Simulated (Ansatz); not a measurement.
A made-up structure of C₂H₄B, doublet:

B1  (1.413, -0.068, -0.081)
C2  (-0.017, -0.636, -0.021)
C3  (0.046, 0.635, 0.019)
H4  (-0.466, -0.981, -0.987)
H5  (-0.358, -1.048, 0.963)
H6  (-0.255, 1.015, 1.028)
H7  (-0.363, 1.082, -0.922)
(Å)

It is relaxed with PBE-D4/def2-SVP and then PBE0-D4/def2-TZVP (Ansatz 0.2.0). Atoms count as bonded within 1.22 times the sum of their covalent radii (H–H: 0.88 Å). The end point is not checked to be a true minimum.

Question: Does its bonding change? (A judgement: the text doesn't fix the answer.)

Answer: The calculation gives: No: no bond forms or breaks.

Where it ends: The first stage lowers the energy by 2.17 eV in 6 steps. It ends as C₂H₄B ([B]1[CH2][CH2]1):
B1  (1.308, -0.063, -0.075)
C2  (-0.026, -0.785, -0.026)
C3  (0.053, 0.784, 0.024)
H4  (-0.447, -1.226, -0.924)
H5  (-0.347, -1.288, 0.882)
H6  (-0.220, 1.258, 0.962)
H7  (-0.320, 1.320, -0.844)
(Å)

Labels in which every atom is bracketed show which atoms are joined, not bond orders.

For scale, one of the runs: PBE0-D4/def2-TZVP relaxation, 117 basis functions, launched by `ansatz run in.yaml --threads 2 --pin off --events-out ev --progress --plain --max-ram 4352MiB`. The run took about 12 s on 2 CPU threads of an Arm Neoverse V2 (shared host).
